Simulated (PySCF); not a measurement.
# acrylonitrile: gas-phase deprotonation enthalpies at several levels

Structure: `C=CC#N` (C3H3N). Atom numbers as in the mapped SMILES `[CH2:1]=[CH:2][C:3]#[N:4]`.

All levels share the PBE0-D3(BJ)/ma-def2-SVP structures and the PBE0-D3(BJ)/ma-def2-SVP thermal terms; only the single-point energies (PySCF) change. Values are gas-phase deprotonation enthalpies (298 K, kJ/mol).

Measured (NIST Chemistry WebBook): deprotonation enthalpy (ΔH) 1553 kJ/mol.

| level | C2 | C1 | time |
| --- | --- | --- | --- |
| BLYP-D3(BJ)/aug-cc-pVDZ | 1536 | 1586 | 28 s |
| ωB97X-D3(BJ)/ma-def2-TZVP | 1572 | 1611 | – |
| ωB97X-D3(BJ)/def2-TZVPP (grid 4) | 1580 | 1619 | 68 s |

Times are wall times for all single points of a level on 1 thread of Arm Neoverse N1, a shared host; the dash marks the run that also made the structures. BLYP ran on a slower path of this set-up, which computes the density-fitting integrals anew in every SCF cycle while the other levels store them. So the times needn't show the usual order of cost, and those levels read slower than they are.

The widest spread is that of C2: 44 kJ/mol, from 1536 to 1580.

Known limits: one E/Z form of each vinyl-type anion was tried, and another may lie lower.

Bases without diffuse functions serve anions poorly.
